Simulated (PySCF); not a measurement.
## Sulfur: a sound run and one with changed settings

Sound run: S [Ne] 3s2 3p4, S⁺ [Ne] 3s2 3p3. Calculation: PySCF 2.14, in cc-pV(D+d)Z (4s3p2d, 23 functions); the non-relativistic Hamiltonian (point nucleus). In the sound run the correlated levels freeze [Ne]. The sound run starts from symmetry-adapted Hartree-Fock orbitals and uses a fine grid where one is needed.

A second run was set up differently.

| species | method | sound run (hartree) | changed run (hartree) | converged |
| --- | --- | --- | --- | --- |
| S | MP2 | -397.58253 | -397.53737 | yes |
| S | CCSD(T) | -397.60412 | -397.54733 | yes |
| S⁺ | MP2 | -397.22873 | -397.17567 | yes |
| S⁺ | CCSD(T) | -397.24984 | -397.18186 | yes |

Ionisation energy of S:

```csv
method,sound run (eV),changed run (eV)
UHF,9.203,9.203
MP2,9.627,9.842
SCS-MP2,9.659,9.992
CCSD,9.633,9.940
CCSD(T),9.641,9.945
```

(1) What was changed?
A. basis contracted for another Hamiltonian
B. level shift left on
C. all electrons correlated in a valence basis
D. a valence shell is frozen

Answers

(1) D. Freezing a valence shell removes pair correlation that changes on ionisation.
